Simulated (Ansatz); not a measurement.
Input file:

```yaml
crystal:
  periodic: [false, false, false]
  atoms:
    - {symbol: F, position_ang: [0.000000, 0.000000, -2.204800]}
    - {symbol: Al, position_ang: [0.000000, 0.000000, -0.556600]}
    - {symbol: Ge, position_ang: [0.000000, 0.000000, 2.761400]}
basis:
  gaussian: {orbitals: cc-pVDZ}
magnetization: {spin_polarized: true, initial_magnetization: 2}
hamiltonian: {xc: {name: B3LYP}}
```

```sh
$ ansatz run in.yaml --threads 1 --pin off --events-out ev --progress --plain --max-ram 2393MiB
```

Problem. Roughly how long does this take on 1 thread of Intel Xeon Platinum 8488C, shared host, and how much host memory?

Solution. 2.9 s wall and 0.3 GiB.

```
640 factors; integrals over basis functions are off by at most 8.6e-4 eV
mean field evaluation 1: about -65830.4183 eV, gradient 2.6e1 eV
mean field evaluation 2: about -65819.2929 eV, gradient 6.4e1 eV
mean field evaluation 4: about -65832.6380 eV, gradient 1.1e0 eV
mean field evaluation 8: about -65832.6631 eV, gradient 3.9e-2 eV
mean field evaluation 16: about -65832.6631 eV, gradient 2.1e-5 eV
mean field -65832.66314702 eV, -2419.3057476714 hartree, gradient 2.1e-5 eV, S^2 2.003576; 1 other end points of the search recorded, 0 dependent functions left out
reference -65832.66336339 eV, -2419.3057556227 hartree; 28, 26 occupied and 31, 33 virtual orbitals, 640 factors
Total energy: -65832.66336339 eV, -2419.3057556227 hartree
```
